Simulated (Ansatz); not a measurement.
Method: PBE-D3(BJ)/def2-SVP (Ansatz, an electronic-structure program). No frequencies were computed at this level.

Ansatz 0.2 input:
```yaml
crystal:
  periodic: [false, false, false]
  atoms:
    - { symbol: C, position_ang: [-0.480035, 0.083773, 0.005563] }
    - { symbol: C, position_ang: [0.935006, -0.163174, -0.010835] }
    - { symbol: N, position_ang: [2.06051, -0.359591, -0.023877] }
    - { symbol: H, position_ang: [-0.94489, -0.406316, -0.848925] }
    - { symbol: H, position_ang: [-0.907664, -0.310885, 0.926326] }
    - { symbol: H, position_ang: [-0.662929, 1.156192, -0.048252] }
basis:
  gaussian: { orbitals: def2-svp }
hamiltonian:
  xc: pbe
  dispersion: d3bj
relax:
  max_steps: 150
```

Output:

```
Functional definition: PBE
662 factors; their error is unknown
mean field evaluation 1: about -3598.6709 eV, gradient 5.1e1 eV
mean field evaluation 2: about -3590.2773 eV, gradient 7.7e1 eV
mean field evaluation 4: about -3604.9938 eV, gradient 3.6e0 eV
mean field evaluation 8: about -3604.9962 eV, gradient 1.4e-1 eV
mean field -3604.99625184 eV, -132.4811687010 hartree, gradient 7.7e-5 eV, S^2 0.000000; 0 other end points of the search recorded, 0 dependent functions left out
reference -3604.99627598 eV, -132.4811695882 hartree; 11, 11 occupied and 46, 46 virtual orbitals, 662 factors
relax step   1: F+E_penalty+E_count = -3605.07320418 eV  Δ(F+E_penalty+E_count) = +0.000e0 eV  max|allowed force component| = 3.514e0 eV/Å  Δτ_max = 0.0000 Å  (25 SCF iters, accepted)
these checks for a lower state are left out or cut short: starts, cluster_reference, orbital_swaps, neighbouring_geometries, increment
662 factors; their error is unknown
mean field evaluation 16: about -3605.0862 eV, gradient 2.8e0 eV
mean field -3605.07384196 eV, -132.4840200852 hartree, gradient 8.2e-6 eV, S^2 0.000000; 0 other end points of the search recorded, 0 dependent functions left out
reference -3605.07386623 eV, -132.4840209772 hartree; 11, 11 occupied and 46, 46 virtual orbitals, 662 factors
relax step   2: F+E_penalty+E_count = -3605.15011083 eV  Δ(F+E_penalty+E_count) = -7.691e-2 eV  max|allowed force component| = 4.191e-1 eV/Å  Δτ_max = 0.0433 Å  (29 SCF iters, accepted)
these checks for a lower state are left out or cut short: starts, cluster_reference, orbital_swaps, neighbouring_geometries, increment
662 factors; their error is unknown
mean field -3605.07666514 eV, -132.4841238353 hartree, gradient 8.4e-6 eV, S^2 0.000000; 0 other end points of the search recorded, 0 dependent functions left out
reference -3605.07668947 eV, -132.4841247292 hartree; 11, 11 occupied and 46, 46 virtual orbitals, 662 factors
relax step   3: F+E_penalty+E_count = -3605.15280781 eV  Δ(F+E_penalty+E_count) = -2.697e-3 eV  max|allowed force component| = 5.227e-2 eV/Å  Δτ_max = 0.0070 Å  (29 SCF iters, accepted)
these checks for a lower state are left out or cut short: starts, cluster_reference, orbital_swaps, neighbouring_geometries, increment
662 factors; their error is unknown
mean field evaluation 32: about -3605.1064 eV, gradient 1.5e-1 eV
mean field -3605.07669496 eV, -132.4841249310 hartree, gradient 7.2e-5 eV, S^2 0.000000; 0 other end points of the search recorded, 0 dependent functions left out
reference -3605.07671928 eV, -132.4841258249 hartree; 11, 11 occupied and 46, 46 virtual orbitals, 662 factors
relax step   4: F+E_penalty+E_count = -3605.15282595 eV  Δ(F+E_penalty+E_count) = -1.814e-5 eV  max|allowed force component| = 1.665e-3 eV/Å  Δτ_max = 0.0008 Å  (19 SCF iters, accepted)
662 factors; their error is unknown
mean field -3605.07669496 eV, -132.4841249310 hartree, gradient 7.2e-5 eV, S^2 0.000000; 1 other end points of the search recorded, 0 dependent functions left out
reference -3605.07671928 eV, -132.4841258249 hartree; 11, 11 occupied and 46, 46 virtual orbitals, 662 factors
Total energy: -3605.15285028 eV, -132.4869235874 hartree
Atom 0 at    -0.479829     0.083737     0.005561 Å, force     0.000860    -0.000147    -0.000010 eV/Å
Atom 1 at     0.956048    -0.166847    -0.011079 Å, force     0.001277    -0.000230    -0.000014 eV/Å
Atom 2 at     2.109333    -0.368110    -0.024443 Å, force    -0.001665     0.000295     0.000019 eV/Å
Atom 3 at    -0.969436    -0.408414    -0.858247 Å, force    -0.000126     0.000191     0.000256 eV/Å
Atom 4 at    -0.931794    -0.311917     0.936837 Å, force    -0.000137     0.000163    -0.000269 eV/Å
Atom 5 at    -0.684323     1.171550    -0.048629 Å, force    -0.000209    -0.000271     0.000019 eV/Å
Dipole moment:    -0.762840     0.133127     0.008840 e Å
```

Cost: roughly 5 core-seconds.
